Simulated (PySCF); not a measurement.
Molecule: SMILES S=P([S-])([S-])[S-], [PS4]3-.

Geometry:
```json
{"atom": "S1", "x (Å)": "0.090", "y (Å)": "-0.289", "z (Å)": "2.138"}
{"atom": "P2", "x (Å)": "0.031", "y (Å)": "0.060", "z (Å)": "0.066"}
{"atom": "S3", "x (Å)": "-0.187", "y (Å)": "2.121", "z (Å)": "-0.291"}
{"atom": "S4", "x (Å)": "1.817", "y (Å)": "-0.622", "z (Å)": "-0.809"}
{"atom": "S5", "x (Å)": "-1.598", "y (Å)": "-0.967", "z (Å)": "-0.776"}
```

Total charge -3.

Geometry PBE0-D3(BJ)/def2-SVP throughout; GIAO in PySCF 2.14, gas phase, one conformer, non-relativistic; equivalent atoms averaged; functional PBE0.

A run gave: S1/S3/S4/S5 324.3, P2 166.4 ppm (absolute shieldings σ).

Question: Which basis set was used in that run?
A. IGLO-III
B. cc-pVTZ
C. pcSseg-0
D. aug-cc-pVDZ
E. cc-pVDZ

Answer: C. S1/S3/S4/S5 tells them apart best: pcSseg-0 gives 324.3, IGLO-III gives 285.6, aug-cc-pVDZ gives 287.6, cc-pVDZ gives 370.1, cc-pVTZ gives 314.5 ppm.
